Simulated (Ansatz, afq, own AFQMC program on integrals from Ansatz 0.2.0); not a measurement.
**SiH₃⁺, triplet in cc-pVDZ, levels against full CI**

```xyz
4

Si    0.0000    0.1611   -0.1875
H     0.0000   -2.9191   -1.9614
H     1.0465   -0.7855    3.5929
H    -1.0465   -0.7855    3.5929
```

Basis cc-pVDZ. Noble-gas cores (and the filled d shells of Ga–Kr and In–Xe) are frozen. Ansatz 0.2.0 and our own AFQMC program on the same integrals; the CISD trial comes from CCSD amplitudes, and released means the phaseless constraint is let go. ± is one standard error of the sampling.

Determinant: UHF, the one that the program's search chose, which needn't be the lowest solution. The geometry is a point of a scan.

Full CI on the same integrals is exact in this basis and with this determinant's frozen core.

Cautions: lower spins were not checked; strong correlation (T1 0.103, weight of the determinant 0.53, largest double 0.70); unrestricted determinant spin contaminated (⟨S²⟩ 2.93 against 2.00); the CCSD(T) amplitudes may be one of several solutions (largest double 0.70); the CCSDT(Q) amplitudes may be one of several solutions (largest double 0.70); the CCSDTQ amplitudes may be one of several solutions (largest double 0.70).

The T1 diagnostic is 0.1034, the weight of the determinant in the CISD state is 0.527 and the ⟨S²⟩ of the determinant is 2.933. The size of the correlated space is 6 electrons in 28 orbitals.

| level | correlation energy (eV) |
| --- | --- |
| MP2 | -0.9830 |
| CCSD | -1.7929 |
| CCSD(T) | -1.8131 |

(1) Estimate where phaseless AFQMC with a CISD trial lies against CCSD(T) on the same integrals.

(1) 2.0 ± 0.5 kJ/mol above CCSD(T).

Reference: full CI, correlation energy -1.823 eV. The released energy is read at 2.40 1/Eh (meV from the phaseless value at times in 1/Eh: -3 ± 5 at 0.24, -12 ± 4 at 0.51, -19 ± 3 at 0.99, -23 ± 4 at 1.62, -24 ± 4 at 2.40). The cautions show a poor starting determinant, so the rows tell how each method copes with it here, and full CI is the sure value.

```json
{"level": "CCSD(T)", "E − E(reference) (kJ/mol)": "1.0", "share of correlation (%)": "99.44"}
{"level": "CCSDT", "E − E(reference) (kJ/mol)": "0.1", "share of correlation (%)": "99.95"}
{"level": "CCSDT(Q)", "E − E(reference) (kJ/mol)": "0.1", "share of correlation (%)": "99.96"}
{"level": "CCSDTQ", "E − E(reference) (kJ/mol)": "0.0", "share of correlation (%)": "100.00"}
{"level": "ph-AFQMC/HF", "E − E(reference) (kJ/mol)": "7.2 ± 1.4", "share of correlation (%)": "95.93"}
{"level": "ph-AFQMC/CISD", "E − E(reference) (kJ/mol)": "2.9 ± 0.5", "share of correlation (%)": "98.33"}
{"level": "released AFQMC", "E − E(reference) (kJ/mol)": "0.6 ± 0.4", "share of correlation (%)": "99.65"}
```

CCSDT and higher add their correlation energy to the determinant of the CCSD(T) run, since their own runs factorise the integrals more tightly (a shift of under 2 meV). Released energies are given only where the last usable release times agree within the noise; a slower fall can still hide under it.
